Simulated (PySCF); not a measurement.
Compound: SF4.
SMILES: `S(F)(F)(F)F`

Computed, not measured: PBE0-D3(BJ)/def2-SVP geometry optimisation, gas phase in PySCF 2.14.0.

Take the most abundant isotopes and a rigid rotor. 

Question: What are A, B and C (MHz)?

Answer: Ia = 78.82, Ib = 125.97, Ic = 160.77 u·Å²; 505379 MHz·u·Å²/I gives A = 6412, B = 4012, C = 3144 MHz.

Question: What kind of rotor is it?

Answer: An asymmetric top. Ray's parameter κ = (2B − A − C)/(A − C) = -0.469; −1 is the prolate and +1 the oblate limit.

Question: Is it planar, by Δ = Ic − Ia − Ib?

Answer: Not planar: Δ = Ic − Ia − Ib = -44.03 u·Å². For a rigid frame Δ = −2 Σ m c², so Σ m c² = 22.01 u·Å² lies off the ab plane. The atom farthest from that plane is 0.61 Å away.

Question: Where do the levels up to J = 4 lie, in cm⁻¹?

Answer: Above 0(0,0):
J = 1: 1(0,1) 0.2387, 1(1,1) 0.3187, 1(1,0) 0.3477
J = 2: 2(0,2) 0.7095, 2(1,2) 0.7671, 2(1,1) 0.8540, 2(2,1) 1.0942, 2(2,0) 1.1007
J = 3: 3(0,3) 1.4013, 3(1,3) 1.4360, 3(1,2) 1.6088, 3(2,2) 1.8102, 3(2,1) 1.8410, 3(3,1) 2.2866, 3(3,0) 2.2875
J = 4: 4(0,4) 2.3042, 4(1,4) 2.3221, 4(1,3) 2.6052, 4(2,3) 2.7598, 4(2,2) 2.8422, 4(3,2) 3.2520, 4(3,1) 3.2585, 4(4,1) 3.9044, 4(4,0) 3.9045
The levels of one J sum to (2J + 1)J(J + 1)(A + B + C)/3.

Question: Predict some low-J microwave lines.

Answer: The dipole components are |μa| = 0.00 D, |μb| = 0.00 D, |μc| = 0.97 D; the symmetry axis of this C2v structure is c, so μa and μb vanish by symmetry and there are no a-type or b-type lines. Some lines, for components of 0.1 D or more:

| type | branch | J(Ka,Kc) | MHz | lower level (cm⁻¹) |
| --- | --- | --- | --- | --- |
| c | Q | 2(1,2) ← 2(0,2) | 1728 | 0.709 |
| c | Q | 1(1,1) ← 1(0,1) | 2400 | 0.239 |
| c | Q | 2(2,1) ← 2(1,1) | 7200 | 0.854 |
| c | R | 1(1,0) ← 0(0,0) | 10423 | 0.000 |
| c | R | 2(1,1) ← 1(0,1) | 18447 | 0.239 |
| c | R | 2(2,0) ← 1(1,0) | 22575 | 0.348 |
| c | R | 2(2,1) ← 1(1,1) | 23247 | 0.319 |

Question: Estimate the classical rotational partition function at 25 K, 50 K and 500 K.

Answer: Point group C2v, symmetry number σ = 2; q = (√π/σ)·√((kT/h)³/(ABC)), k/h = 20836.6 MHz/K: 1170 at 25 K, 3310 at 50 K, 105000 at 500 K.

Whether it is a minimum is left open (no frequencies). These are rigid-rotor constants of the computed structure; measured ground-state constants (B0) also hold zero-point vibration.
